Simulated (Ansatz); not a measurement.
A short molecular-dynamics run on C4H11P, SMILES `C=P(C)(C)C`.

```yaml
crystal:
  periodic: [false, false, false]
  atoms:
    - {symbol: C, position_ang: [0.345970, 1.428269, -1.257964]}
    - {symbol: P, position_ang: [0.040941, 0.201778, -0.176666]}
    - {symbol: C, position_ang: [0.925422, 0.476676, 1.376728]}
    - {symbol: C, position_ang: [0.579208, -1.392340, -0.840032]}
    - {symbol: C, position_ang: [-1.654077, -0.190353, 0.418710]}
    - {symbol: H, position_ang: [0.314286, 2.449151, -0.896540]}
    - {symbol: H, position_ang: [0.095256, 1.267132, -2.299595]}
    - {symbol: H, position_ang: [0.686182, -0.290943, 2.114652]}
    - {symbol: H, position_ang: [0.634622, 1.451010, 1.774787]}
    - {symbol: H, position_ang: [1.997183, 0.488949, 1.180752]}
    - {symbol: H, position_ang: [0.075591, -1.560154, -1.794257]}
    - {symbol: H, position_ang: [0.332037, -2.211361, -0.162465]}
    - {symbol: H, position_ang: [1.653946, -1.361602, -1.016664]}
    - {symbol: H, position_ang: [-2.279068, -0.430736, -0.443867]}
    - {symbol: H, position_ang: [-1.677990, -1.024626, 1.125563]}
    - {symbol: H, position_ang: [-2.069500, 0.699158, 0.896859]}
basis:
  gaussian: {orbitals: "6-31G*"}
hamiltonian: {xc: {name: BLYP}, dispersion: d3bj}
md: {timestep: 0.5 fs, n_steps: 20, ensemble: nve, temperature: 300, initial_velocities: maxwell_boltzmann, seed: 599}
```

```sh
$ ansatz run in.yaml --threads 2 --pin off --events-out ev --progress --plain --max-ram 22528MiB --backend cpu
```

```json
{"step": "0", "time (fs)": "0.0", "potential energy (eV)": "-13612.0187", "kinetic (eV)": "0.5429", "T (K)": "300", "conserved (eV)": "-13611.4758"}
{"step": "1", "time (fs)": "0.5", "potential energy (eV)": "-13612.0071", "kinetic (eV)": "0.5315", "T (K)": "294", "conserved (eV)": "-13611.4756"}
{"step": "2", "time (fs)": "1.0", "potential energy (eV)": "-13611.9799", "kinetic (eV)": "0.5047", "T (K)": "279", "conserved (eV)": "-13611.4752"}
{"step": "3", "time (fs)": "1.5", "potential energy (eV)": "-13611.9436", "kinetic (eV)": "0.4689", "T (K)": "259", "conserved (eV)": "-13611.4747"}
{"step": "4", "time (fs)": "2.0", "potential energy (eV)": "-13611.9054", "kinetic (eV)": "0.4310", "T (K)": "238", "conserved (eV)": "-13611.4743"}
{"step": "5", "time (fs)": "2.5", "potential energy (eV)": "-13611.8712", "kinetic (eV)": "0.3971", "T (K)": "219", "conserved (eV)": "-13611.4742"}
{"step": "6", "time (fs)": "3.0", "potential energy (eV)": "-13611.8440", "kinetic (eV)": "0.3698", "T (K)": "204", "conserved (eV)": "-13611.4742"}
{"step": "7", "time (fs)": "3.5", "potential energy (eV)": "-13611.8232", "kinetic (eV)": "0.3489", "T (K)": "193", "conserved (eV)": "-13611.4744"}
{"step": "8", "time (fs)": "4.0", "potential energy (eV)": "-13611.8066", "kinetic (eV)": "0.3320", "T (K)": "183", "conserved (eV)": "-13611.4746"}
{"step": "9", "time (fs)": "4.5", "potential energy (eV)": "-13611.7912", "kinetic (eV)": "0.3165", "T (K)": "175", "conserved (eV)": "-13611.4747"}
{"step": "10", "time (fs)": "5.0", "potential energy (eV)": "-13611.7748", "kinetic (eV)": "0.3000", "T (K)": "166", "conserved (eV)": "-13611.4747"}
{"step": "11", "time (fs)": "5.5", "potential energy (eV)": "-13611.7564", "kinetic (eV)": "0.2817", "T (K)": "156", "conserved (eV)": "-13611.4747"}
{"step": "12", "time (fs)": "6.0", "potential energy (eV)": "-13611.7365", "kinetic (eV)": "0.2619", "T (K)": "145", "conserved (eV)": "-13611.4746"}
{"step": "13", "time (fs)": "6.5", "potential energy (eV)": "-13611.7164", "kinetic (eV)": "0.2420", "T (K)": "134", "conserved (eV)": "-13611.4745"}
{"step": "14", "time (fs)": "7.0", "potential energy (eV)": "-13611.6989", "kinetic (eV)": "0.2247", "T (K)": "124", "conserved (eV)": "-13611.4743"}
{"step": "15", "time (fs)": "7.5", "potential energy (eV)": "-13611.6875", "kinetic (eV)": "0.2135", "T (K)": "118", "conserved (eV)": "-13611.4740"}
{"step": "16", "time (fs)": "8.0", "potential energy (eV)": "-13611.6858", "kinetic (eV)": "0.2120", "T (K)": "117", "conserved (eV)": "-13611.4738"}
{"step": "17", "time (fs)": "8.5", "potential energy (eV)": "-13611.6966", "kinetic (eV)": "0.2228", "T (K)": "123", "conserved (eV)": "-13611.4738"}
{"step": "18", "time (fs)": "9.0", "potential energy (eV)": "-13611.7200", "kinetic (eV)": "0.2459", "T (K)": "136", "conserved (eV)": "-13611.4741"}
{"step": "19", "time (fs)": "9.5", "potential energy (eV)": "-13611.7526", "kinetic (eV)": "0.2781", "T (K)": "154", "conserved (eV)": "-13611.4745"}
{"step": "20", "time (fs)": "10.0", "potential energy (eV)": "-13611.7880", "kinetic (eV)": "0.3131", "T (K)": "173", "conserved (eV)": "-13611.4749"}
```

Velocities are drawn at the set temperature; a run this short doesn't reach equilibrium.

Frames (Å, forces in eV/Å):

```xyz
16
time=0.0 fs
C     0.346    1.428   -1.258    0.346    0.336   -0.337
P     0.041    0.202   -0.177   -0.053    0.311   -0.254
C     0.925    0.477    1.377    0.191    0.033    0.332
C     0.579   -1.392   -0.840    0.120   -0.345   -0.117
C    -1.654   -0.190    0.419   -0.348   -0.163    0.192
H     0.314    2.449   -0.897   -0.030    0.321    0.077
H     0.095    1.267   -2.300   -0.091   -0.012   -0.318
H     0.686   -0.291    2.115   -0.049   -0.220    0.269
H     0.635    1.451    1.775   -0.064    0.284    0.165
H     1.997    0.489    1.181    0.327    0.002   -0.018
H     0.076   -1.560   -1.794   -0.135   -0.099   -0.290
H     0.332   -2.211   -0.162   -0.063   -0.295    0.182
H     1.654   -1.362   -1.017    0.321   -0.032   -0.059
H    -2.279   -0.431   -0.444   -0.219   -0.090   -0.242
H    -1.678   -1.025    1.126   -0.096   -0.284    0.254
H    -2.070    0.699    0.897   -0.155    0.253    0.164
16
time=1.0 fs
C     0.343    1.424   -1.263    0.439    0.415    0.260
P     0.040    0.203   -0.176   -0.156    0.116   -0.320
C     0.923    0.476    1.380   -0.004    0.640    0.231
C     0.578   -1.390   -0.846   -0.142   -0.970    0.277
C    -1.651   -0.193    0.424   -0.618    0.507   -0.578
H     0.332    2.427   -0.853   -0.030    0.382   -0.122
H     0.118    1.270   -2.300   -0.171    0.020   -0.635
H     0.687   -0.265    2.131   -0.111   -0.530    0.431
H     0.648    1.465    1.786    0.018    0.004   -0.052
H     1.981    0.481    1.158    0.627   -0.002    0.035
H     0.097   -1.566   -1.816   -0.133   -0.031   -0.096
H     0.319   -2.228   -0.156    0.109    0.258   -0.324
H     1.652   -1.363   -1.008    0.441   -0.033   -0.032
H    -2.272   -0.439   -0.459   -0.008    0.000    0.178
H    -1.663   -1.011    1.121   -0.164   -0.728    0.676
H    -2.065    0.716    0.887   -0.098   -0.047    0.071
16
time=2.0 fs
C     0.341    1.419   -1.268    0.473    0.604    0.693
P     0.039    0.205   -0.176   -0.256   -0.087   -0.384
C     0.920    0.477    1.384   -0.028    1.049    0.226
C     0.577   -1.388   -0.852   -0.241   -1.426    0.462
C    -1.649   -0.195    0.428   -0.839    0.956   -1.095
H     0.349    2.409   -0.810   -0.031    0.300   -0.381
H     0.139    1.273   -2.307   -0.189    0.079   -0.722
H     0.686   -0.245    2.151   -0.119   -0.662    0.434
H     0.661    1.478    1.797    0.084   -0.253   -0.249
H     1.971    0.472    1.135    0.711   -0.009    0.127
H     0.118   -1.572   -1.839   -0.104    0.047    0.147
H     0.307   -2.242   -0.152    0.238    0.647   -0.686
H     1.655   -1.365   -1.000    0.406   -0.038    0.011
H    -2.265   -0.448   -0.473    0.150    0.070    0.534
H    -1.649   -1.005    1.122   -0.216   -0.930    0.893
H    -2.062    0.732    0.879   -0.040   -0.346   -0.010
16
time=3.0 fs
C     0.339    1.415   -1.272    0.456    0.816    0.859
P     0.038    0.207   -0.175   -0.339   -0.294   -0.443
C     0.917    0.478    1.388    0.144    1.155    0.314
C     0.576   -1.387   -0.857   -0.141   -1.652    0.470
C    -1.648   -0.197    0.432   -0.934    0.992   -1.193
H     0.366    2.393   -0.771   -0.039    0.160   -0.663
H     0.158    1.276   -2.321   -0.149    0.160   -0.518
H     0.684   -0.230    2.175   -0.066   -0.591    0.237
H     0.675    1.490    1.805    0.115   -0.412   -0.388
H     1.968    0.464    1.114    0.559   -0.016    0.270
H     0.137   -1.577   -1.861   -0.076    0.124    0.368
H     0.298   -2.250   -0.154    0.300    0.820   -0.856
H     1.661   -1.367   -0.992    0.231   -0.042    0.058
H    -2.256   -0.456   -0.481    0.209    0.102    0.746
H    -1.638   -1.007    1.132   -0.258   -0.761    0.784
H    -2.059    0.746    0.870   -0.012   -0.561   -0.045
16
time=4.0 fs
C     0.337    1.412   -1.275    0.414    0.978    0.781
P     0.037    0.208   -0.175   -0.392   -0.498   -0.491
C     0.914    0.480    1.392    0.447    0.983    0.435
C     0.575   -1.388   -0.862    0.114   -1.630    0.367
C    -1.647   -0.197    0.435   -0.872    0.656   -0.906
H     0.382    2.379   -0.738   -0.051    0.053   -0.910
H     0.176    1.281   -2.339   -0.082    0.240   -0.107
H     0.682   -0.221    2.201    0.022   -0.381   -0.099
H     0.690    1.497    1.810    0.106   -0.437   -0.450
H     1.970    0.455    1.095    0.257   -0.018    0.442
H     0.155   -1.581   -1.878   -0.071    0.189    0.509
H     0.291   -2.251   -0.165    0.288    0.769   -0.830
H     1.670   -1.369   -0.984   -0.017   -0.042    0.096
H    -2.246   -0.463   -0.483    0.159    0.087    0.777
H    -1.628   -1.017    1.149   -0.294   -0.301    0.411
H    -2.056    0.754    0.861   -0.029   -0.646   -0.023
16
time=5.0 fs
C     0.336    1.410   -1.278    0.372    1.055    0.571
P     0.036    0.210   -0.175   -0.407   -0.687   -0.527
C     0.912    0.482    1.396    0.783    0.628    0.507
C     0.573   -1.390   -0.867    0.449   -1.355    0.198
C    -1.647   -0.198    0.437   -0.661    0.150   -0.410
H     0.398    2.365   -0.714   -0.062    0.033   -1.073
H     0.194    1.289   -2.358   -0.022    0.291    0.348
H     0.680   -0.216    2.226    0.108   -0.136   -0.459
H     0.706    1.500    1.810    0.062   -0.323   -0.431
H     1.974    0.446    1.081   -0.067   -0.014    0.606
H     0.173   -1.584   -1.892   -0.096    0.233    0.536
H     0.287   -2.244   -0.184    0.199    0.495   -0.613
H     1.678   -1.372   -0.974   -0.250   -0.038    0.114
H    -2.234   -0.469   -0.477    0.006    0.023    0.627
H    -1.622   -1.029    1.170   -0.320    0.234   -0.047
H    -2.053    0.755    0.851   -0.091   -0.588    0.052
16
time=6.0 fs
C     0.335    1.408   -1.281    0.340    1.036    0.354
P     0.035    0.211   -0.175   -0.387   -0.850   -0.549
C     0.910    0.486    1.401    1.061    0.196    0.472
C     0.572   -1.393   -0.872    0.795   -0.843   -0.005
C    -1.648   -0.198    0.438   -0.346   -0.333    0.122
H     0.413    2.352   -0.700   -0.064    0.119   -1.123
H     0.211    1.299   -2.374    0.011    0.297    0.697
H     0.679   -0.212    2.247    0.160    0.060   -0.734
H     0.722    1.501    1.807   -0.007   -0.093   -0.342
H     1.978    0.437    1.072   -0.307   -0.007    0.723
H     0.190   -1.584   -1.900   -0.150    0.254    0.440
H     0.285   -2.233   -0.208    0.034    0.020   -0.226
H     1.684   -1.375   -0.964   -0.401   -0.032    0.110
H    -2.222   -0.475   -0.465   -0.221   -0.082    0.327
H    -1.619   -1.039    1.190   -0.329    0.660   -0.427
H    -2.052    0.752    0.843   -0.189   -0.404    0.163
16
time=7.0 fs
C     0.334    1.407   -1.283    0.320    0.930    0.213
P     0.034    0.212   -0.175   -0.338   -0.972   -0.557
C     0.909    0.489    1.406    1.225   -0.208    0.320
C     0.572   -1.397   -0.876    1.079   -0.186   -0.189
C    -1.649   -0.198    0.440   -0.002   -0.681    0.561
H     0.428    2.340   -0.697   -0.052    0.297   -1.055
H     0.228    1.312   -2.384    0.014    0.255    0.848
H     0.679   -0.208    2.261    0.163    0.165   -0.863
H     0.739    1.500    1.800   -0.086    0.197   -0.211
H     1.979    0.428    1.070   -0.405    0.000    0.767
H     0.206   -1.582   -1.904   -0.222    0.252    0.239
H     0.283   -2.221   -0.234   -0.180   -0.565    0.251
H     1.686   -1.379   -0.952   -0.430   -0.026    0.087
H    -2.212   -0.482   -0.450   -0.472   -0.204   -0.044
H    -1.619   -1.043    1.207   -0.314    0.889   -0.650
H    -2.052    0.744    0.835   -0.301   -0.144    0.283
16
time=8.0 fs
C     0.334    1.407   -1.285    0.305    0.761    0.199
P     0.032    0.213   -0.175   -0.265   -1.040   -0.550
C     0.909    0.492    1.411    1.243   -0.471    0.080
C     0.573   -1.401   -0.881    1.209    0.403   -0.242
C    -1.649   -0.199    0.442    0.256   -0.835    0.791
H     0.442    2.331   -0.704   -0.026    0.531   -0.884
H     0.245    1.327   -2.385   -0.009    0.170    0.766
H     0.681   -0.202    2.267    0.112    0.162   -0.822
H     0.755    1.502    1.791   -0.157    0.452   -0.080
H     1.976    0.419    1.075   -0.340    0.002    0.731
H     0.219   -1.577   -1.906   -0.295    0.235   -0.018
H     0.279   -2.215   -0.258   -0.371   -1.055    0.648
H     1.684   -1.382   -0.940   -0.327   -0.023    0.051
H    -2.207   -0.491   -0.436   -0.666   -0.300   -0.359
H    -1.622   -1.038    1.217   -0.274    0.899   -0.686
H    -2.055    0.735    0.831   -0.395    0.111    0.375
16
time=9.0 fs
C     0.333    1.408   -1.286    0.294    0.582    0.344
P     0.030    0.213   -0.176   -0.176   -1.050   -0.530
C     0.910    0.495    1.417    1.110   -0.489   -0.206
C     0.574   -1.404   -0.886    1.088    0.659   -0.055
C    -1.650   -0.200    0.445    0.314   -0.756    0.711
H     0.456    2.327   -0.719    0.006    0.755   -0.653
H     0.262    1.344   -2.380   -0.049    0.052    0.461
H     0.684   -0.194    2.265    0.010    0.055   -0.611
H     0.769    1.507    1.782   -0.205    0.567    0.010
H     1.970    0.410    1.088   -0.124   -0.005    0.619
H     0.230   -1.571   -1.907   -0.345    0.211   -0.255
H     0.272   -2.219   -0.276   -0.445   -1.198    0.772
H     1.680   -1.386   -0.927   -0.115   -0.024    0.009
H    -2.208   -0.502   -0.425   -0.721   -0.324   -0.485
H    -1.627   -1.025    1.221   -0.211    0.692   -0.530
H    -2.062    0.727    0.830   -0.433    0.273    0.399
16
time=10.0 fs
C     0.333    1.409   -1.288    0.290    0.471    0.634
P     0.029    0.213   -0.177   -0.071   -1.003   -0.495
C     0.912    0.497    1.422    0.859   -0.226   -0.500
C     0.577   -1.407   -0.891    0.700    0.479    0.338
C    -1.650   -0.203    0.449    0.124   -0.432    0.302
H     0.470    2.330   -0.741    0.031    0.883   -0.423
H     0.278    1.362   -2.370   -0.095   -0.084    0.003
H     0.687   -0.186    2.257   -0.133   -0.133   -0.269
H     0.781    1.518    1.772   -0.223    0.483    0.041
H     1.963    0.401    1.106    0.198   -0.018    0.450
H     0.237   -1.562   -1.912   -0.348    0.190   -0.389
H     0.261   -2.234   -0.287   -0.353   -0.901    0.565
H     1.674   -1.391   -0.914    0.153   -0.033   -0.031
H    -2.216   -0.517   -0.418   -0.608   -0.251   -0.373
H    -1.635   -1.006    1.220   -0.133    0.289   -0.189
H    -2.073    0.722    0.832   -0.391    0.285    0.337
```

Run time 38 s (2 threads of an AMD EPYC 7R13 on a shared host); peak host memory 0.21 GiB.
